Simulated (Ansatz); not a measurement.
**SiN+ (triplet): from Hartree-Fock to the top rungs, cc-pVTZ**

Aim: climb from Hartree-Fock through coupled cluster and multireference methods for SiN+ (triplet) at one geometry and basis, and see what each rung misses.

Computed with Ansatz 0.2.0, Gaussian basis. Level: cc-pVTZ, core rule «outside noble gas», up to 6 orbitals frozen.

To be run: UHF; CCSD(T) on ROHF; CCSD(T) on UHF; BCCD(T) on ROHF; CISD; CCSDT(Q) on ROHF; CCSDT(Q) on UHF; CASSCF and MRCISD+Q, 8 electrons in 8 orbitals; CASSCF and NEVPT2, 8 electrons in 8 orbitals.

1 further run of the same task is left out (set aside as unsound or not needed).

## 1. The system

The geometry is a PBE0/def2-TZVP stationary point (not a proven minimum) of the parent state, kept for this charge and spin.

2 atoms, charge 1, spin multiplicity 3.

Atoms are counted from 1 here; the program's logs count them from 0.

Bond lengths: Si1–N2 1.558 Å.

## 2. UHF

in.yaml reads:

```yaml
crystal:
  periodic: [false, false, false]
  atoms:
    - {symbol: Si, position_ang: [0.000000, 0.000000, 0.000000]}
    - {symbol: N, position_ang: [0.000000, 0.000000, 1.557600]}
basis:
  gaussian: {orbitals: cc-pVTZ}
total_charge: 1
magnetization: {spin_polarized: true, initial_magnetization: 2}
hamiltonian: {xc: hf}
output: {orbitals: {seedname: orbitals}}
```

Run with:

```
$ ansatz run in.yaml --threads 1 --pin off --events-out ev --progress --plain --max-ram 2816MiB --backend cpu
```

The runs that follow: CCSD(T) on ROHF; CCSD(T) on UHF; BCCD(T) on ROHF; CISD; CCSDT(Q) on ROHF; CCSDT(Q) on UHF; CASSCF and MRCISD+Q, 8 electrons in 8 orbitals; CASSCF and NEVPT2, 8 electrons in 8 orbitals.

Before running them: what should the planned runs give, taken together? Wanted: UCCSDT(Q) below the RHF energy; RMP2 from UCCSDT(Q); UMP2 from UCCSDT(Q); RCCSD from UCCSDT(Q); RCCSD(T) from UCCSDT(Q); UCCSD(T) from UCCSDT(Q); RCCSDT(Q) from UCCSDT(Q); NEVPT2 valence from UCCSDT(Q); MRCISD+Q valence from UCCSDT(Q).

The runs gave:

| quantity | value |
| --- | --- |
| UCCSDT(Q) below the RHF energy | -6.6674 eV |
| RMP2 from UCCSDT(Q) | +1316.8 meV |
| UMP2 from UCCSDT(Q) | +1310.0 meV |
| RCCSD from UCCSDT(Q) | +386.4 meV |
| RCCSD(T) from UCCSDT(Q) | +81.7 meV |
| UCCSD(T) from UCCSDT(Q) | +84.5 meV |
| RCCSDT(Q) from UCCSDT(Q) | +3.7 meV |
| NEVPT2 valence from UCCSDT(Q) | +878.6 meV |
| MRCISD+Q valence from UCCSDT(Q) | +61.7 meV |
| levels within 1 kcal/mol (43 meV) | RCCSDT, UCCSDT, RCCSDT(Q) |
| T1 diagnostic | 0.068 |
| effectively unpaired electrons | 2.06 |

What this shows: RCCSD(T) misses by +81.7 meV, 1.2 % of the correlation energy. The occupations are near whole numbers, but T1 = 0.068 shows that the orbitals relax strongly. Of the multireference levels listed MRCISD+Q valence comes nearest in total energy (+61.7 meV), which doesn't show that its space is the better one. Coupled cluster took another determinant than the lowest Hartree-Fock one. These misses are within one basis, not against nature; the frozen cores of restricted and unrestricted runs differ, which can shift their rows.
